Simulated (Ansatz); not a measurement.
Predict the output of the script below (Ansatz 0.2.0 through its Python package).

Script `run_pa.py`:
```python
'''Adding a proton to ClHMgO.'''

import ansatz
import numpy as np

BASIS = 'cc-pVDZ'
FUNCTIONAL = 'r2scan'
DISPERSION = 'd4'
CHARGE = 1
FMAX = 0.01

molecule = (
    ansatz.Crystal.molecule()
    .atom('O', (-0.2743, 1.2727, -0.7366))
    .atom('Mg', (0.2907, -0.4406, -0.0111))
    .atom('Cl', (0.9937, -2.5188, 0.852))
    .atom('H', (-0.9545, 1.6264, -0.1247))
)

calc = molecule.calculation().basis(gaussian=BASIS).functional(FUNCTIONAL, dispersion=DISPERSION)
symbols = [site.symbol for site in molecule.cartesian_sites]
start = np.array([site.position_ang for site in molecule.cartesian_sites], dtype=float)
report = calc.relax(force_tolerance=0.01).run(threads=1).report
end = np.array(report['positions_ang'])

# start the new hydrogen opposite the existing bonds
away = sum((end[0] - end[j]) / np.linalg.norm(end[0] - end[j]) for j in [1, 3]) + np.array([0.15, 0.1, -0.2])
proton = end[0] + 1.0 * away / np.linalg.norm(away)
acid = ansatz.Crystal.molecule()
for symbol, place in zip(symbols, end):
    acid = acid.atom(symbol, place.tolist())
acid = acid.atom('H', proton.tolist())
protonated = (
    acid.calculation()
    .basis(gaussian=BASIS)
    .functional(FUNCTIONAL, dispersion=DISPERSION)
    .charge(CHARGE)
    .relax(force_tolerance=FMAX, max_steps=80)
)
after = protonated.run(threads=1).report
xyz = np.array(after['positions_ang'])
reach = np.linalg.norm(xyz[:-1] - xyz[-1], axis=1)
print(f'base {report["free_energy_ev"]:.5f} eV, protonated {after["free_energy_ev"]:.5f} eV')
print(f'the proton ends {reach.min():.3f} A from {symbols[reach.argmin()]}{reach.argmin()}')
print(f'electronic proton affinity {96.485332 * (report["free_energy_ev"] - after["free_energy_ev"]):.1f} kJ/mol')
```

```console
$ python run_pa.py
base -20031.19975 eV, protonated -20040.18344 eV
the proton ends 0.976 A from O0
electronic proton affinity 866.8 kJ/mol
```

Caveats:
- These settings explore the input space; basis and method may be short of convergence.
- The proton is put on one chosen atom, which needn't be the most basic site, so the molecule's proton affinity can be higher; the ends are stationary points, not checked by frequencies, and zero-point and thermal terms count only where printed.
- Finished in 54 s on 1 thread of Arm Neoverse V2, on a shared host, peak memory 0.22 GiB.
